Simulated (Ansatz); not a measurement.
## Scan of SiH4, triplet

All five atoms lie in one plane.

Starting geometry (PBE0/def2-TZVP stationary point for this spin, not checked as a minimum):

```xyz
5

Si    0.0000    0.0000    0.0000
H    -0.0115    1.0851    1.0776
H    -0.0165   -1.0776    1.0850
H     0.0165    1.0776   -1.0850
H     0.0115   -1.0851   -1.0776
```

From there all distances are scaled together; atoms are numbered as listed. Energies are in kcal/mol, counted from the starting geometry at the same level.

Basis 6-31G; Ansatz 0.2.0. Correlated methods freeze the noble-gas cores. R marks a restricted (for open shells ROHF) determinant, U an unrestricted one. Active spaces: valence = (8e, 8o) chosen from the atoms' valence shells.

Unrestricted rows (U) aren't spin-pure: their determinants' ⟨S²⟩ exceeds S(S+1) by up to 1.94, so they mix in states of higher spin. HF rows: UHF is the lowest solution found. Coupled cluster chose its determinant by a search with trial CCSD, here up to 0.61 eV above the lowest Hartree–Fock solution of its kind, and MP2 stands on that determinant too. For open shells CISD and CISDTQ are restricted-active-space CI with the open shells as a complete middle space. Runs in a small pair space aren't shown, since their orbitals change along the scan. A value is left out where its run failed or describes another state than the reference as far as symmetry and spin tell, or, spin-broken singlets apart, can't be checked. The reference follows the lowest state, whose symmetry changes from B3u to Ag between 1.303 and 1.519.

Full CI is exact within this basis and frozen core; it isn't the basis-set limit. The frozen core follows each run's orbitals, which can shift R against U totals by a few meV.

```
scale of all distances  full CI  unpaired electrons (full CI)  error UHF  error UMP2  error UCCSD  error CISDTQ  error UCCSDT(Q)  error MRCISD+Q (valence space)
                 0.869     51.6                          2.02       -6.5        -3.9         -0.4           0.0              0.0                             0.0
                 1.000      0.0                          2.04        0.0         0.0          0.0           0.0              0.0                             0.0
                 1.106      4.5                          2.08        7.3         4.7          0.6           0.0              0.0                             0.0
                 1.303     50.1                          2.30          –           –          2.9           0.3             -0.1                             0.0
                 1.519     85.4                          2.39       -4.9        10.5          1.2           0.5              0.2                             0.2
                 1.726    110.4                          2.89      -15.5         5.8          1.4           1.0              0.5                             0.2
                 2.020    135.0                          4.08      -30.1        -4.7          0.9           1.9              0.6                             0.2
                 2.424    147.8                          5.48      -38.8       -11.8        -0.2*           2.9              0.2                               –
```

An asterisk marks runs whose energy the program itself flagged as in doubt.

Unpaired electrons are Σ n²(2−n)² over natural occupations. Errors are those of relative energies. In total energy the starting point itself misses full CI by: UHF 55.9, UMP2 19.4, UCCSD 1.2, CISDTQ 0.0, UCCSDT(Q) 0.0, MRCISD+Q (valence space) 0.1 kcal/mol.

Spread of the error over the points with a reference, to 2.424 (largest less smallest): MRCISD+Q (valence space) 0.2 (7 of 8 points), UCCSDT(Q) 0.6, CISDTQ 2.9, UCCSD 3.3, UMP2 22.3 (7 of 8 points), UHF 46.1 (7 of 8 points) kcal/mol.

Going outwards, the relative energy of UHF first misses by more than 1.0 kcal/mol at 1.106.

Going outwards, the relative energy of UCCSD first misses by more than 1.0 kcal/mol at 1.303.

Going outwards, the relative energy of CISDTQ first misses by more than 1.0 kcal/mol at 2.020.

UCCSD is close again at 2.424 (-0.2 kcal/mol) but misses by 2.9 kcal/mol at 1.303, where its determinant is a mixture of spins (⟨S²⟩ 2.14). At 2.424 it is as mixed or more (⟨S²⟩ 3.94), which costs little once the spin states have come together. CISDTQ is cut at a fixed excitation level from one determinant, and lies 2.9 kcal/mol too high at 2.424.
